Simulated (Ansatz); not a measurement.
# HB–PH2⁺, singlet: reading a ladder of total energies

Geometry: that of the HB–PH2, doublet, kept fixed.

```xyz
5

B     0.1000    0.1600    1.3248
P    -0.0800   -0.0335   -0.4731
H     0.0340   -0.5521    2.2719
H     0.6856   -1.1488   -0.8924
H     0.6655    1.0138   -1.0512
```

Basis cc-pVDZ; Ansatz 0.2.0. Only valence electrons are correlated (noble-gas cores frozen), which leaves 10 electrons in 41 orbitals. R marks a restricted (for open shells ROHF) determinant.

Full CI isn't at hand for all of this; RCCSDT(Q) serves as the reference, and is uncertain by about the last step of the cluster series.

Runs differ by some tens of microhartree through their thresholds, so steps under 0.03 kcal/mol mean nothing.

```json
{"level": "RHF", "total energy (hartree)": "-366.801270"}
{"level": "RMP2", "total energy (hartree)": "-366.983822"}
{"level": "RCCSD", "total energy (hartree)": "-367.021055"}
{"level": "RCCSD(T)", "total energy (hartree)": "-367.029141"}
{"level": "RCCSDT", "total energy (hartree)": "-367.030468"}
{"level": "RCCSDT(Q)", "total energy (hartree)": "-367.031003"}
```

Question: What is the correlation energy at RCCSDT(Q), and what share of it do RMP2 and RCCSDT recover?

Answer: E(corr) = -367.031003 − (-366.801270) = -0.229733 hartree = -6.251 eV. RMP2: -0.182552 / -0.229733 = 79.46 %. RCCSDT: -0.229198 / -0.229733 = 99.77 %.

Question: By how many kcal/mol does RCCSD(T) miss RCCSDT(Q) (1 hartree = 627.509 kcal/mol), and which steps make up the rest?

Answer: -367.029141 − (-367.031003) = 0.001862 hartree = 1.17 kcal/mol. Steps: RCCSDT − RCCSD(T) = -0.83, RCCSDT(Q) − RCCSDT = -0.34 kcal/mol. Differences between like states or geometries often cancel part of this.
